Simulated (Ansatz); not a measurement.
A made-up structure of BSiHO, closed shell:

B1  (-1.205, 0.132, -0.440)
Si2  (0.908, -0.119, 0.349)
O3  (1.759, -1.101, 1.445)
H4  (-1.462, 1.089, -1.354)
(Å)

It is relaxed with PBE-D4/def2-SVP and then PBE0-D4/def2-TZVP (Ansatz 0.2.0). Atoms count as bonded within 1.22 times the sum of their covalent radii (H–H: 0.88 Å). The end point is not checked to be a true minimum.

Question: Does its bonding change? (Judge from chemistry; the calculation decides.)

Answer: By the calculation: No: no bond forms or breaks.

Where it ends: The first stage lowers the energy by 0.69 eV in 6 steps. It ends as BSiHO ([BH][Si][O]):
B1  (-1.076, 0.117, -0.393)
Si2  (0.811, -0.106, 0.311)
O3  (1.572, -0.982, 1.289)
H4  (-1.307, 0.971, -1.208)
(Å)

Labels in which every atom is bracketed show which atoms are joined, not bond orders.

For scale, one of the runs: PBE0-D4/def2-TZVP relaxation, 105 basis functions, launched by `ansatz run in.yaml --threads 2 --pin off --events-out ev --progress --plain --max-ram 4352MiB`. The run took about 7.5 s on 2 CPU threads of an Arm Neoverse V2 (shared host).
